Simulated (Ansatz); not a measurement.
**One arrangement of a pair**

The pair of NH3 (SMILES N, atoms 1–4) and SiH4 (SMILES [SiH4], atoms 5–9), both closed shells, in one local arrangement (a lower one may exist), relaxed at PBE0-D4/def2-TZVP:

| atom | x (Å) | y (Å) | z (Å) |
| --- | --- | --- | --- |
| N1 | 0.0136 | 0.0297 | -2.1598 |
| H2 | -0.9185 | 0.1766 | -1.7934 |
| H3 | 0.3456 | -0.8559 | -1.7990 |
| H4 | 0.6077 | 0.7550 | -1.7780 |
| Si5 | -0.0097 | -0.0210 | 1.5041 |
| H6 | -1.4026 | -0.1336 | 1.0027 |
| H7 | 0.5874 | 1.2543 | 1.0336 |
| H8 | 0.7946 | -1.1630 | 1.0007 |
| H9 | -0.0181 | -0.0420 | 2.9890 |

Computed with Ansatz 0.2.0 (basis: def2-TZVPPD, with def2-QZVPPD for the basis limit); correlated methods freeze the cores. B3LYP uses VWN-RPA correlation. Extrapolation: Hartree–Fock as exp(−7.88 √X), correlation as X^−2.97. Interaction energies count from these two fragments, frozen as in the pair, with the counterpoise correction; negative means bound.

**Question.** What is the interaction energy by CCSD(T) at an estimated basis limit (MP2 extrapolated from triple and quadruple zeta, plus CCSD(T) − MP2 in triple zeta)? (An estimate is asked for; the value comes from the calculation.)

**Answer.** By the calculation: -3.4 kJ/mol. Hartree–Fock alone gives 3.1 kJ/mol at the basis limit, so without correlation the pair would not bind at this distance. It counts from the two fragments frozen as in the pair.

The same quantity by other methods in triple zeta, and each one's difference from that estimate:
| method | E_int (kJ/mol) | difference |
| --- | --- | --- |
| PBE-D4 | -5.0 | -1.6 |
| revPBE-D4 | -3.3 | 0.1 |
| BLYP-D4 | -2.7 | 0.8 |
| r2SCAN-D4 | -4.6 | -1.2 |
| B97M-V | -4.4 | -0.9 |
| PBE0-D4 | -4.3 | -0.9 |
| B3LYP-D4 | -3.2 | 0.2 |
| HSE06-D4 | -4.3 | -0.9 |
| wB97X-V | -3.7 | -0.2 |
| wB97M-V | -3.7 | -0.2 |
| B2PLYP | 0.1 | 3.5 |
| HF | 3.2 | 6.6 |
| MP2 | -2.1 | 1.3 |
| CCSD | -1.6 | 1.8 |
| CCSD(T) | -2.6 | 0.9 |
Differences are method less estimate.

Basis-set superposition shift (counterpoise-corrected less uncorrected): CCSD(T) 1.1; MP2 1.1; HF 0.3; PBE0-D4 0.4; wB97M-V 0.5 kJ/mol.

No T1 diagnostic of these runs exceeds 0.011.

For scale, one of the runs: CCSD(T)/def2-TZVPPD, 204 basis functions (an equivalent command: `ansatz run in.yaml --threads 2`). Time: 26 s of wall clock on 2 CPU threads; the host was shared. Peak host memory: 2.5 GiB.
